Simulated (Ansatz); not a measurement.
Basis sets compared for BH2Et (C2H7B). The state is a singlet with charge 0. Geometry PBE-D4/def2-TZVP. Ansatz on 2 threads of Arm Neoverse V1 on a shared host; times are rough, and most runs start from earlier orbitals.

```xyz
10

B    -1.241    0.609    0.003
C    -0.017   -0.017   -0.723
C     0.914   -0.432    0.456
H    -2.156   -0.083    0.374
H    -1.246    1.775    0.310
H     0.529    0.688   -1.368
H    -0.256   -0.916   -1.311
H     1.836   -0.890    0.070
H     1.207    0.433    1.070
H     0.432   -1.166    1.119
```

Another isomer (singlet) lies 0.72 eV lower at PBE0-D4/def2-TZVP; other spin states weren't run for this one.

Binding counts from free atoms (B doublet, C triplet, H doublet) in the same basis, without a counterpoise term.

| level | functions | energy (Eh) | HOMO (eV) | LUMO (eV) | binding per atom (eV) | wall time |
| --- | --- | --- | --- | --- | --- | --- |
| HF/STO-3G | 22 | -103.2397 | -10.99 | 7.02 | 3.89 | 0.1 s |
| PBE-D4/def2-SVP | 77 | -104.9992 | -7.35 | -2.15 | 3.88 | 0.65 s |
| PBE0-D4/def2-SVP | 77 | -105.0307 | -8.77 | -1.12 | 3.86 | 0.7 s |

**Question.** Estimate the rows for HF/def2-TZVP, PBE-D4/def2-TZVP (with forces), PBE0-D4/def2-TZVP.

**Answer.** 
```csv
level,functions,energy (Eh),HOMO (eV),LUMO (eV),binding per atom (eV),wall time
HF/def2-TZVP,135,-104.5084,-12.15,2.16,2.97,0.45 s
PBE-D4/def2-TZVP (with forces),135,-105.1160,-7.41,-2.26,3.86,1.5 s
PBE0-D4/def2-TZVP,135,-105.1433,-8.78,-1.23,3.83,1.4 s
```
